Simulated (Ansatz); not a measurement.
Relaxation of FH2NSi (5 atoms, charge 0, multiplicity 1), to a largest force component of 0.02 eV/Å in at most 40 steps.

The calculation used UKS PBE0/def2-SVP (Ansatz).

```xyz
5
Properties=species:S:1:pos:R:3
N -0.699 0.275 -0.131
Si 0.020 -0.772 0.915
F 1.510 -0.787 0.394
H -0.180 1.221 -0.104
H -0.601 -0.012 -1.115
```

Q: Where does it end, and by what steps?

A: It converged. After 11 steps the energy has fallen by 1.120 eV; H5 moved furthest, 0.84 Å.

```tsv
step	energy less start (eV)	largest force component (eV/Å)	accepted
0	0.0000	3.827	yes
1	-0.2625	1.635	yes
2	-0.3700	0.199	yes
3	-0.4169	0.377	yes
4	-0.5770	1.261	yes
5	-0.7602	1.723	yes
6	-1.0367	1.620	yes
7	-1.1134	0.373	yes
8	-1.1180	0.070	yes
9	-1.1191	0.032	yes
10	-1.1202	0.057	yes
11	-1.1203	0.016	yes
```

```xyz
5
Properties=species:S:1:pos:R:3
N -0.424 0.237 -0.335
Si 0.121 -1.141 0.526
F 1.576 -0.540 1.009
H 0.102 1.101 -0.437
H -1.324 0.269 -0.804
```

Whether the end is a true minimum wasn't checked by a vibrational analysis.

Run time: 83 s on 1 thread of Intel(R) Xeon(R) Processor @ 2.50GHz (Skylake/Cascade Lake), on a shared host, peak memory 0.14 GiB.
